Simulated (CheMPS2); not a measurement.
**C2H4 (SMILES C=C): DMRG/STO-6G**

What is the vertical singlet–triplet gap of C2H4 at DMRG/STO-6G? 

The calculation is run with CheMPS2 1.8.12.

3 further runs of the same task are left out: 3 set aside as unsound or not needed. Runs told in other sessions of the task aren't counted.

**1. The system as given**

C2H4 has 6 atoms, charge 0, and is taken as a singlet. As SMILES, `C=C`. Geometry: relaxed at GFN2-xTB.

Bond lengths: C1–C2 1.316 Å, C1–H3 1.078 Å, C1–H4 1.078 Å, C2–H5 1.078 Å, C2–H6 1.078 Å. Angles: C1–C2–H5 122.0°, C1–C2–H6 122.0°, C2–C1–H3 122.0°, C2–C1–H4 122.0°, H5–C2–H6 116.0°, H3–C1–H4 116.0°.

**2. A single-point energy at DMRG/STO-6G**

prepare.py

```python
from pyscf import ao2mo, cc, dft, gto, mcscf, mp, scf
from pyscf.tools import fcidump

mol = gto.M(atom="mol.xyz", basis="sto-6g", verbose=3, max_memory=2000)
print("basis functions          = %d" % (mol.nao))
mf = scf.RHF(mol)
mf.conv_tol = 1e-10
mf.max_cycle = 200
mf.kernel()
if not mf.converged:
    mf = mf.newton().run(mf.mo_coeff, mf.mo_occ)
print(f"E(SCF)                   = {mf.e_tot:.10f}")
# MP2, CCSD and CCSD(T) with the same frozen core
ref = mf
pt = mp.MP2(ref, frozen=2).run()
mycc = cc.CCSD(ref, frozen=2)
mycc.max_cycle = 150
mycc.kernel()
print(f"MP2 total energy         = {pt.e_tot:.10f}")
if mycc.converged:
    print("CCSD total energy        = %.10f" % (mycc.e_tot))
    print("CCSD(T) total energy     = %.10f" % (mycc.e_tot + mycc.ccsd_t()))
    print("T1                       = %.4f" % (mycc.get_t1_diagnostic()))
# a few density functionals on the same geometry and basis
ks = dft.RKS(mol, xc="b3lyp").set(conv_tol=1e-9, verbose=3).run()
if ks.converged:
    print(f"E(B3LYP)                 = {ks.e_tot:.8f}")
ks = dft.RKS(mol, xc="tpssh").set(conv_tol=1e-9, verbose=3).run()
if ks.converged:
    print(f"E(TPSSh)                 = {ks.e_tot:.8f}")
ks = dft.RKS(mol, xc="camb3lyp").set(conv_tol=1e-9, verbose=3).run()
if ks.converged:
    print("E(CAM-B3LYP)             = %.8f" % (ks.e_tot))
ks = dft.RKS(mol, xc="m06l").set(conv_tol=1e-9, verbose=3).run()
if ks.converged:
    print(f"E(M06-L)                 = {ks.e_tot:.8f}")
ks = dft.RKS(mol, xc="hse06").set(conv_tol=1e-9, verbose=3).run()
if ks.converged:
    print(f"E(HSE06)                 = {ks.e_tot:.8f}")
# CCSD natural orbitals
occ_no, mo = mcscf.addons.make_natural_orbitals(cc.CCSD(mf, frozen=2).run())
mf.mo_coeff = mo
# write the integrals of the correlated orbitals
cas = mcscf.CASCI(mf, 12, 12)
h1, ecore = cas.get_h1eff()
fcidump.from_integrals("FCIDUMP", h1, cas.get_h2eff(), 12, 12, nuc=ecore, ms=0)
# FCI check
ci = mcscf.CASCI(mf, 12, (6, 6))
ci.fix_spin_(ss=0)
ci.fcisolver.conv_tol = 1e-10
ci.fcisolver.max_cycle = 200
ci.kernel()
print(f"FCI energy               = {ci.e_tot:.10f}")
```

chemps2.input

```
FCIDUMP = FCIDUMP
GROUP = 0
MULTIPLICITY = 1
NELECTRONS = 12
IRREP = 0
EXCITATION = 0
SWEEP_STATES = 12, 25, 50, 100, 100
SWEEP_ENERGY_CONV = 1e-05, 1e-05, 1e-05, 1e-05, 1e-07
SWEEP_MAX_SWEEPS = 3, 3, 3, 3, 6
SWEEP_NOISE_PREFAC = 0.5, 0.05, 0.05, 0.005, 0.0
SWEEP_DVDSON_RTOL = 1e-04, 1e-04, 1e-04, 1e-04, 1e-05
NOCC = 0
NACT = 12
NVIR = 0
MOLCAS_FIEDLER = TRUE
PRINT_CORR = TRUE
TMP_FOLDER = .
```

The run is started by

```sh
$ python prepare.py && chemps2 --file=chemps2.input
```

The program printed:

```text
$ python prepare.py
basis functions          = 14
converged SCF energy = -77.8285630841703
E(SCF)                   = -77.8285630842
E(RMP2) = -77.9495884986098  E_corr = -0.121025414439526
E(SCS-RMP2) = -77.9602904100922  E_corr = -0.131727325921931
E(CCSD) = -77.98785828008228  E_corr = -0.1592951959119834
MP2 total energy         = -77.9495884986
CCSD total energy        = -77.9878582801
CCSD(T) correction = -0.000636621262457142
CCSD(T) total energy     = -77.9884949013
T1                       = 0.0013
converged SCF energy = -78.3853287128478
E(B3LYP)                 = -78.38532871
converged SCF energy = -78.4053025188206
E(TPSSh)                 = -78.40530252
converged SCF energy = -78.3273204942985
E(CAM-B3LYP)             = -78.32732049
converged SCF energy = -78.3912181942727
E(M06-L)                 = -78.39121819
converged SCF energy = -78.2918394303332
E(HSE06)                 = -78.29183943
E(CCSD) = -77.98785828008228  E_corr = -0.1592951959119834
CASCI E = -77.9890195048046  E(CI) = -32.9982487155356  S^2 = 0.0000000
FCI energy               = -77.9890195048

$ chemps2 --file=chemps2.input

Running chemps2 version 1.8.12 () with the following options:

   FCIDUMP            = FCIDUMP
   GROUP              = c1
   MULTIPLICITY       = 1
   NELECTRONS         = 12
   IRREP              = A
   EXCITATION         = 0
   SWEEP_STATES       = [ 12 ; 25 ; 50 ; 100 ; 100 ]
   SWEEP_ENERGY_CONV  = [ 1e-05 ; 1e-05 ; 1e-05 ; 1e-05 ; 1e-07 ]
   SWEEP_MAX_SWEEPS   = [ 3 ; 3 ; 3 ; 3 ; 6 ]
   SWEEP_NOISE_PREFAC = [ 0.5 ; 0.05 ; 0.05 ; 0.005 ; 0 ]
[... 45 lines left out ...]
***     Minimum energy           = -77.9349037246514
[... 33 lines left out ...]
***     Minimum energy           = -77.9806899006642
[... 14 lines left out ...]
***     Minimum energy           = -77.9821011478514
[... 15 lines left out ...]
***     Maximum discarded weight during the last sweep     = 0.00147838637091952
[... 13 lines left out ...]
***     Maximum discarded weight = 8.65476526087309e-05
[... 14 lines left out ...]
***     Maximum discarded weight = 0.000100084292404431
[... 14 lines left out ...]
***     Maximum discarded weight = 9.99551163253592e-05
[... 20 lines left out ...]
***     Minimum energy           = -77.9882102786129
[... 14 lines left out ...]
***     Minimum energy           = -77.9884227847405
[... 14 lines left out ...]
***     Minimum energy           = -77.9885540728699
[... 15 lines left out ...]
***     Maximum discarded weight = 2.77636610444867e-06
[... 14 lines left out ...]
***     Maximum discarded weight = 1.32519496313106e-05
[... 14 lines left out ...]
***     Maximum discarded weight = 1.38195272340777e-05
[... 20 lines left out ...]
***     Minimum energy           = -77.9889863720534
[... 15 lines left out ...]
***     Maximum discarded weight during the last sweep     = 1.37349841353502e-05
[... 61 lines left out ...]
   Columns 1 to 8

    0.018270    0.001306    0.001517    0.002022    0.001582    0.006220   -0.007148   -0.011582
    0.001306    0.025234    0.003147    0.003358    0.003980    0.003666   -0.005773   -0.008441
    0.001517    0.003147    0.026606    0.002833    0.006268    0.001918   -0.001983   -0.006061
[... 8 lines of this table left out ...]
   -0.002222   -0.004084   -0.011706   -0.002979   -0.011984   -0.001994    0.001963    0.003133

   Columns 9 to 12

   -0.002549   -0.002707   -0.004708   -0.002222
   -0.005285   -0.014109   -0.003000   -0.004084
   -0.014218   -0.006529   -0.001793   -0.011706
[... 8 lines of this table left out ...]
    0.004747    0.002890    0.001197    0.021040

--------------------------------------------------------
Singlet diradical correlation function = < d_i,up d_j,down > + < d_i,down d_j,up > - < d_i,up > * < d_j,down > - < d_i,down > * < d_j,up >
Hamiltonian index order is used!

   Columns 1 to 8

   -0.000082    0.001244    0.001367    0.001878    0.001516    0.006066    0.002632    0.005531
    0.001244   -0.000122    0.002941    0.003132    0.003800    0.003726    0.001854    0.004050
    0.001367    0.002941   -0.000122    0.002658    0.006010    0.001628    0.000614    0.001960
[... 8 lines of this table left out ...]
    0.000667    0.001403    0.005107    0.001125    0.005342    0.000619    0.001635    0.002880

   Columns 9 to 12

    0.000875    0.001066    0.001520    0.000667
    0.002059    0.005472    0.000822    0.001403
    0.005265    0.002409    0.000582    0.005107
[... 8 lines of this table left out ...]
    0.004494    0.002724    0.001039   -0.000095

--------------------------------------------------------
Two-orbital mutual information = 0.5 * ( s1(i) + s1(j) - s2(i,j) ) * ( 1 - delta(i,j) )
Hamiltonian index order is used!

   Columns 1 to 8

    0           0.001925    0.002118    0.004045    0.002399    0.013055    0.010031    0.019881
    0.001925    0           0.005377    0.005651    0.007568    0.007114    0.006055    0.011416
    0.002118    0.005377    0           0.004613    0.014234    0.001926    0.001386    0.007322
[... 8 lines of this table left out ...]
    0.002311    0.004872    0.020938    0.002828    0.019877    0.001466    0.002021    0.005244

   Columns 9 to 12

    0.002543    0.002075    0.005002    0.002311
    0.006525    0.025029    0.002786    0.004872
    0.022942    0.008352    0.001452    0.020938
[... 8 lines of this table left out ...]
    0.010189    0.005067    0.001408    0

--------------------------------------------------------
```

Wall time 44 s (1 thread of Arm Neoverse V1, shared host); peak memory 0.31 GiB.

**3. The triplet: the energy at DMRG/STO-6G**

integrals.py

```python
from pyscf import ao2mo, cc, dft, gto, mcscf, mp, scf
from pyscf.tools import fcidump

mol = gto.M(atom="""
C     -0.086880    -0.636790    -0.142220
C      0.086650     0.636720     0.142160
H      0.031180    -1.409010     0.600400
H     -0.356240    -0.969850    -1.131230
H     -0.029250     1.409080    -0.600620
H      0.354540     0.969850     1.131520
""", basis="sto-6g", charge=0, spin=2, verbose=3, max_memory=2000)
print("nao                      = %d" % (mol.nao))
mf = scf.ROHF(mol)
mf.conv_tol = 1e-10
mf.max_cycle = 200
mf.kernel()
if not mf.converged:
    mf = mf.newton().run(mf.mo_coeff, mf.mo_occ)
print(f"SCF energy               = {mf.e_tot:.10f}")
# single-reference ladder for comparison
ref = scf.UHF(mol).run(mf.make_rdm1(), conv_tol=1e-10)
pt = mp.MP2(ref, frozen=2).run()
mycc = cc.CCSD(ref, frozen=2)
mycc.max_cycle = 150
mycc.kernel()
print(f"E(MP2)                   = {pt.e_tot:.10f}")
if mycc.converged:
    print("CCSD total energy        = %.10f" % (mycc.e_tot))
    print(f"CCSD(T) total energy     = {mycc.e_tot + mycc.ccsd_t():.10f}")
# a few density functionals on the same geometry and basis
ks = dft.UKS(mol, xc="b3lyp").set(conv_tol=1e-9, verbose=3).run(mf.make_rdm1())
if ks.converged:
    print(f"E(B3LYP)                 = {ks.e_tot:.8f}")
ks = dft.UKS(mol, xc="tpssh").set(conv_tol=1e-9, verbose=3).run(mf.make_rdm1())
if ks.converged:
    print(f"E(TPSSh)                 = {ks.e_tot:.8f}")
ks = dft.UKS(mol, xc="camb3lyp").set(conv_tol=1e-9, verbose=3).run(mf.make_rdm1())
if ks.converged:
    print(f"E(CAM-B3LYP)             = {ks.e_tot:.8f}")
ks = dft.UKS(mol, xc="m06l").set(conv_tol=1e-9, verbose=3).run(mf.make_rdm1())
if ks.converged:
    print("E(M06-L)                 = %.8f" % (ks.e_tot))
ks = dft.UKS(mol, xc="hse06").set(conv_tol=1e-9, verbose=3).run(mf.make_rdm1())
if ks.converged:
    print(f"E(HSE06)                 = {ks.e_tot:.8f}")
# rotate to MP2 natural orbitals
occ_no, mo = mcscf.addons.make_natural_orbitals(mp.MP2(mf.to_uhf(), frozen=2).run())
mf.mo_coeff = mo
# write the integrals of the correlated orbitals
cas = mcscf.CASCI(mf, 12, 12)
h1, ecore = cas.get_h1eff()
fcidump.from_integrals("FCIDUMP", h1, cas.get_h2eff(), 12, 12, nuc=ecore, ms=2)
# exact diagonalisation in the same space
ci = mcscf.CASCI(mf, 12, (7, 5))
ci.fix_spin_(ss=2)
ci.fcisolver.conv_tol = 1e-10
ci.fcisolver.max_cycle = 200
ci.kernel()
print("E(FCI)                   = %.10f" % (ci.e_tot))
```

dmrg.input

```
FCIDUMP = FCIDUMP
GROUP = 0
MULTIPLICITY = 3
NELECTRONS = 12
IRREP = 0
EXCITATION = 0
SWEEP_STATES = 25, 50, 100, 100
SWEEP_ENERGY_CONV = 1e-04, 1e-04, 1e-04, 1e-06
SWEEP_MAX_SWEEPS = 4, 3, 3, 6
SWEEP_NOISE_PREFAC = 0.05, 0.05, 0.005, 0.0
SWEEP_DVDSON_RTOL = 1e-04, 1e-04, 1e-04, 1e-05
NOCC = 0
NACT = 12
NVIR = 0
MOLCAS_FIEDLER = TRUE
PRINT_CORR = TRUE
TMP_FOLDER = .
```

The run is started by

```sh
$ python integrals.py && chemps2 --file=dmrg.input
```

The program printed:

```text
$ python integrals.py
nao                      = 14
converged SCF energy = -77.6882917058381
SCF energy               = -77.6882917058
converged SCF energy = -77.6952526750438  <S^2> = 2.021277  2S+1 = 3.0141513
E(UMP2) = -77.7615034747207  E_corr = -0.0662507996768543
E(SCS-UMP2) = -77.7708675028945  E_corr = -0.0756148278506798
E(UCCSD) = -77.79421756368474  E_corr = -0.09896488864090355
E(MP2)                   = -77.7615034747
CCSD total energy        = -77.7942175637
UCCSD(T) correction = -0.000396078212821315
CCSD(T) total energy     = -77.7946136419

WARN: HOMO -0.0349071414196901 >= LUMO -0.0810065301119033

WARN: HOMO -0.0258942951228531 >= LUMO -0.0692634485062257

WARN: HOMO -0.0307093870503015 >= LUMO -0.0732669366084666

WARN: HOMO -0.0302691164426563 >= LUMO -0.0722695598295634

WARN: HOMO -0.0302704958290213 >= LUMO -0.0722793627043755

WARN: HOMO -0.0302705732284955 >= LUMO -0.0722796151127472

WARN: HOMO -0.0302705682144739 >= LUMO -0.0722796044073303

converged SCF energy = -78.1962557983742  <S^2> = 2.0060494  2S+1 = 3.0040302
E(B3LYP)                 = -78.19625580

WARN: HOMO -0.0183110153154804 >= LUMO -0.084591211186929

WARN: HOMO -0.0128417643262201 >= LUMO -0.0751600586251648

WARN: HOMO -0.0172271424826936 >= LUMO -0.0783642349877836

WARN: HOMO -0.0164577165955248 >= LUMO -0.0769112448821747

WARN: HOMO -0.0164533536674366 >= LUMO -0.0769169787652642

WARN: HOMO -0.0164534628655242 >= LUMO -0.0769176336766441

WARN: HOMO -0.0164534790391609 >= LUMO -0.0769176483750137

converged SCF energy = -78.2194821743674  <S^2> = 2.0082238  2S+1 = 3.0054776
E(TPSSh)                 = -78.21948217
converged SCF energy = -78.1417423121358  <S^2> = 2.006173  2S+1 = 3.0041125
E(CAM-B3LYP)             = -78.14174231

WARN: HOMO 0.0107383794622717 >= LUMO -0.0942218709812702

WARN: HOMO 0.0160197695222158 >= LUMO -0.0811900918056538

WARN: HOMO 0.0114060476250647 >= LUMO -0.084228202654685

[... 2 lines left out ...]
WARN: HOMO 0.0121486231904221 >= LUMO -0.0825344935089081
[... 5 lines left out ...]
converged SCF energy = -78.1979385749483  <S^2> = 2.0122761  2S+1 = 3.008173
[... 6 lines left out ...]
WARN: HOMO -0.0268988032938837 >= LUMO -0.0647577471584905
[... 5 lines left out ...]
WARN: HOMO -0.0266364485464003 >= LUMO -0.0637469005796345
[... 69 lines left out ...]
***     Minimum energy           = -77.7668595007299
[... 26 lines left out ...]
***     Maximum discarded weight = 0.000194584368563138
[... 13 lines left out ...]
***     Minimum energy           = -77.7910905939959
[... 8 lines left out ...]
***     Maximum discarded weight = 0.00036684947247344
[... 13 lines left out ...]
***     Minimum energy           = -77.7916988920908
[... 7 lines left out ...]
***     Maximum discarded weight = 0.000471175928265719
[... 14 lines left out ...]
***     Maximum discarded weight = 2.23854387026579e-05
[... 13 lines left out ...]
***     Minimum energy           = -77.7937112648959
[... 7 lines left out ...]
***     Maximum discarded weight = 6.20385102477979e-05
[... 14 lines left out ...]
***     Maximum discarded weight = 1.36347791413126e-05
[... 13 lines left out ...]
***     Minimum energy           = -77.7946252001317
[... 7 lines left out ...]
***     Maximum discarded weight = 3.52990236218745e-05
[... 14 lines left out ...]
***     Maximum discarded weight = 3.55228675716739e-05
[... 14 lines left out ...]
***     Maximum discarded weight during the last sweep     = 3.55237559001736e-05
[... 61 lines left out ...]
   Columns 1 to 8

    0.019746    0.001254    0.002123    0.001469    0.001334   -0.003716    0.003464   -0.009915
    0.001254    0.027869    0.003756    0.003238    0.003975   -0.001249    0.000937   -0.014863
    0.002123    0.003756    0.027686    0.003042    0.003808   -0.000899    0.000837   -0.006365
[... 8 lines of this table left out ...]
   -0.007130   -0.002431   -0.012573   -0.001637   -0.001661    0.001766   -0.001770    0.001786

   Columns 9 to 12

   -0.002345   -0.004186   -0.002099   -0.007130
   -0.005294   -0.012991   -0.004200   -0.002431
   -0.006200   -0.011961   -0.003255   -0.012573
[... 8 lines of this table left out ...]
    0.001099    0.001786    0.001253    0.019511

--------------------------------------------------------
Singlet diradical correlation function = < d_i,up d_j,down > + < d_i,down d_j,up > - < d_i,up > * < d_j,down > - < d_i,down > * < d_j,up >
Hamiltonian index order is used!

   Columns 1 to 8

   -0.000097    0.001080    0.001961    0.001300    0.001280   -0.002630   -0.002617    0.003769
    0.001080   -0.000197    0.003511    0.003040    0.003818   -0.000762   -0.000326    0.005898
    0.001961    0.003511   -0.000122    0.002868    0.003629   -0.000539   -0.000392    0.001899
[... 8 lines of this table left out ...]
    0.001270    0.000641    0.003334    0.000520    0.000881   -0.001346   -0.001330    0.001648

   Columns 9 to 12

    0.000752    0.001449    0.000615    0.001270
    0.002052    0.004673    0.001435    0.000641
    0.002326    0.004119    0.001236    0.003334
[... 8 lines of this table left out ...]
    0.000991    0.001599    0.001062   -0.000039

--------------------------------------------------------
Two-orbital mutual information = 0.5 * ( s1(i) + s1(j) - s2(i,j) ) * ( 1 - delta(i,j) )
Hamiltonian index order is used!

   Columns 1 to 8

    0           0.001293    0.004330    0.001863    0.001824    0.008906    0.008902    0.013553
    0.001293    0           0.006476    0.005194    0.007063    0.002265    0.002394    0.022553
    0.004330    0.006476    0           0.005192    0.006912    0.001086    0.001100    0.007342
[... 8 lines of this table left out ...]
    0.008875    0.002361    0.019572    0.001584    0.001420    0.003542    0.003546    0.003200

   Columns 9 to 12

    0.002169    0.004017    0.002064    0.008875
    0.005757    0.019556    0.004587    0.002361
    0.007467    0.017292    0.003420    0.019572
[... 8 lines of this table left out ...]
    0.001748    0.002613    0.001592    0

--------------------------------------------------------
```

Wall time 48 s (1 thread of Arm Neoverse V1, shared host); peak memory 0.26 GiB.

**4. Outcome**

At DMRG/STO-6G, 2 core orbitals frozen:

| quantity | value |
| --- | --- |
| run 1, DMRG/STO-6G: total energy | -77.98899 Eh |
| run 1, DMRG/STO-6G: T1 diagnostic of the CCSD step | 0.001 |
| triplet: total energy | -77.79464 Eh |
| vertical energy of the triplet above the singlet | 5.288 eV |

At this shape the triplet lies 5.29 eV (510 kJ/mol) above the singlet. In a minimal basis such a difference can be off by several eV, whatever the method.
